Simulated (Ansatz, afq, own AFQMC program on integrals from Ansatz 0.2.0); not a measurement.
Two steps: Ansatz 0.2.0 writes the Fock matrix and Cholesky factors of the valence space, and afq projects on them the lowest state that overlaps trial and start.

```yaml
crystal:
  periodic: [false, false, false]
  atoms:
    - {symbol: Ge, position_ang: [-0.035497, -0.014309, 0.323987]}
    - {symbol: O, position_ang: [0.080354, 0.109526, -1.453845]}
    - {symbol: H, position_ang: [0.751050, -1.272631, 0.795719]}
    - {symbol: H, position_ang: [0.619052, 1.292746, 0.826036]}
    - {symbol: H, position_ang: [-0.087378, -0.727459, -1.893356]}
basis:
  gaussian: {orbitals: cc-pVDZ}
magnetization: {spin_polarized: true, initial_magnetization: 1}
correlation: {method: ccsd_t, electrons: outside_noble_gas, hamiltonian_folder: ham}
```

```sh
$ ansatz run in.yaml --threads 1 --pin off --events-out ev --progress --plain --max-ram 1382MiB
```

afq runs on the folder ham with

```
--method phaseless --trial hf --walkers 120 --populations 1 --least-time 40 --time-step 0.005 --steps-per-block 20 --equilibration-blocks 112 --max-blocks 600 --target-error 0.00129 --factor-cut 1e-05 --start spin_pure --seed 5084 --taylor-order 6
```

Times are imaginary, in 1/Eh. The walk had a cap of 1976 s. Filled inner d shells are frozen with the cores.

```
orbitals 41  electrons 7 6  factors 332 of 584
reference energy -2151.92292484 Eh
CCSD correlation -0.29834848 Eh in 12 cycles, weight of the determinant in the CISD state 0.8912
energy of the start -2151.922999 Eh
 block  time / (1/Eh)  mean weight  energy / Eh
     1     0.100  1.0021  -2152.012379
     2     0.200  1.0040  -2152.062590
     3     0.300  1.0036  -2152.084484
     4     0.400  0.9999  -2152.130087
     5     0.500  1.0027  -2152.134670
     7     0.700  1.0019  -2152.212101
     9     0.900  1.0024  -2152.206561
    18     1.800  1.0016  -2152.236922
    52     5.200  0.9993  -2152.233366
    86     8.600  0.9992  -2152.216722
   120    12.000  1.0005  -2152.253041
   137    13.700  1.0014  -2152.186246
   154    15.400  0.9998  -2152.243913
   188    18.800  1.0015  -2152.228028
   222    22.200  0.9999  -2152.268096
   256    25.600  0.9982  -2152.189981
   290    29.000  0.9989  -2152.248899
   324    32.400  0.9994  -2152.222240
   358    35.800  0.9994  -2152.280138
   392    39.200  0.9994  -2152.250906
   426    42.600  0.9967  -2152.220495
   460    46.000  0.9995  -2152.286128
   494    49.400  1.0014  -2152.238781
   528    52.800  0.9970  -2152.214360
   562    56.200  1.0006  -2152.229254
   596    59.600  1.0002  -2152.226856
   630    63.000  1.0011  -2152.242042
   664    66.400  1.0013  -2152.226111
   698    69.800  1.0023  -2152.205349
blocks merged  error / Eh  count
     1  0.000997  600
     2  0.001294  300
     4  0.001601  150
     8  0.001917  75
    16  0.002024  37
    32  0.001994  18
    64  0.001308  9
energy -2152.232470 +/- 0.002024 Eh
(rows thinned)
```

Question: Estimate how long the walk took on 1 thread of Arm Neoverse N1 (shared host).

Answer: 10 min of wall time.

The run passed its tests (sampling time, drift between the halves within three errors, error under three times the target), which doesn't prove that it has relaxed.

Against this walk (error 55.1 meV) on the same determinant: CCSD(T) 126.1 meV higher, the released energy of a separate walk with a CISD trial 80.7 ± 58.9 meV higher (within the noise), a separate phaseless walk with a CISD trial and standard settings 95.1 ± 57.5 meV higher (within the noise). The error is statistical and leaves out the bias of the constraint.

Cautions: constraint bias not in the error; error above the target (55.1 against 35.1 meV); no relativity below Rb; no spin-orbit coupling; inner d shell frozen.
